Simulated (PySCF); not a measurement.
```xyz
3
charge 0 multiplicity 2, angstrom
N     0.0000    0.0000   -0.3208
O     1.0977    0.0000    0.1404
O    -1.0977    0.0000    0.1404
```

Method: UB3LYP in PySCF with N def2-TZVP, O def2-TZVP; no relativity; density-fitted integrals.

This geometry of NO2 is a stationary point at this level.

Task: What is the point group?

Result: C2v.

Task: Is it a minimum?

Result: Yes: all harmonic wavenumbers are real.

Task: List the harmonic modes with their infrared intensities.

Result: 
```tsv
symmetry	ω (cm⁻¹)	IR (km/mol)
a1	768	6.9
a1	1394	0.3
b2	1698	423
```

Task: What are the dipole moment and the gap between the highest occupied and lowest empty levels of either spin?

Result: 0.33 D and 3.87 eV.

In C2v the vibrations span 2a1 + b2. Here b1 is antisymmetric to the molecular plane and b2 lies in it.

Other isomers or separated fragments may lie lower.
